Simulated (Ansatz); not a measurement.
## Relativity in Au

```
CELL_PARAMETERS angstrom
0.00000 2.07827 2.07827
2.07827 0.00000 2.07827
2.07827 2.07827 0.00000
ATOMIC_POSITIONS crystal
Au 0.00000 0.00000 0.00000
```

The structure comes from a relaxation in the same program, started in the fcc type, and has space group Fm-3m. Whether it is a known phase or the ground state wasn't checked.

One fixed cell is solved with PBE by full-potential LAPW in Ansatz 0.2.0 under different relativistic treatments. Pressure is positive in compression.

Sampling and basis: a Γ-centred 14×14×14 k mesh, Fermi–Dirac smearing of 0.03 eV, basis error target 1 meV/atom, no spin polarisation.

```csv
setting,P (GPa),"lowest level at Γ above −25 eV, from the valence-band top or, without a gap, the Fermi level (eV)"
scalar-relativistic,0.00,?
non-relativistic,23.78,-7.78
with spin–orbit coupling,?,-9.33
```

What belongs in the row "with spin–orbit coupling", column "P (GPa)"?

-1.31.

Give the missing entry: row "scalar-relativistic", column "lowest level at Γ above −25 eV, from the valence-band top or, without a gap, the Fermi level (eV)".

-9.25.
